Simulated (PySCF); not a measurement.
Structure with atom numbers: `[CH3:1][n:2]1[cH:3][n:4][cH:5][n:6]1`. Each H is labelled by its parent atom.

Geometry: PBE0-D3(BJ)/def2-SVP; GIAO shifts from PySCF 2.14, gas phase, non-relativistic, averaged over equivalent atoms.

At HF/pcSseg-2 (286 basis functions, 17 s wall time on 1 thread of an Arm Neoverse V1, shared host):
```tsv
atoms	δ (ppm)
C5	166.4
C3	158.7
C1	35.2
N6	334.2
N4	279.9
N2	220.9
H(C5)	8.15
H(C3)	8.10
H(C1)	3.69
```

Chemical shifts δ = σref − σ; 13C (σ = 191.47 ppm), 1H (σ = 31.68 ppm) against TMS; NH3 for 15N (σ = 260.75 ppm), all at this level.

Problem. Estimate the result of repeating the calculation with BP86/pcSseg-2.

Solution. 
```json
{"atoms": "C5", "δ at BP86/pcSseg-2": "158.5", "change": "-7.9"}
{"atoms": "C3", "δ at BP86/pcSseg-2": "146.4", "change": "-12.3"}
{"atoms": "C1", "δ at BP86/pcSseg-2": "37.6", "change": "+2.4"}
{"atoms": "N6", "δ at BP86/pcSseg-2": "329.8", "change": "-4.4"}
{"atoms": "N4", "δ at BP86/pcSseg-2": "291.8", "change": "+11.9"}
{"atoms": "N2", "δ at BP86/pcSseg-2": "235.8", "change": "+14.9"}
{"atoms": "H(C5)", "δ at BP86/pcSseg-2": "7.79", "change": "-0.36"}
{"atoms": "H(C3)", "δ at BP86/pcSseg-2": "7.64", "change": "-0.46"}
{"atoms": "H(C1)", "δ at BP86/pcSseg-2": "3.74", "change": "+0.05"}
```

Referencing at the same level of theory: 13C (σ = 179.17 ppm), 1H (σ = 31.23 ppm) against TMS; NH3 for 15N (σ = 259.23 ppm).

The largest change is at N2 (pyrrole-type ring nitrogen). Cost: 286 basis functions, 46 s wall time on 1 thread of an Arm Neoverse V1, shared host. The order of the carbon signals is the same at both levels.

Experimental scales use liquid or dissolved standards, which lie at an offset from isolated NH3 (liquid NH3: subtract about 20 ppm). Unscaled 15N shifts of sp2 nitrogen come out 20 to 40 ppm too high even then.
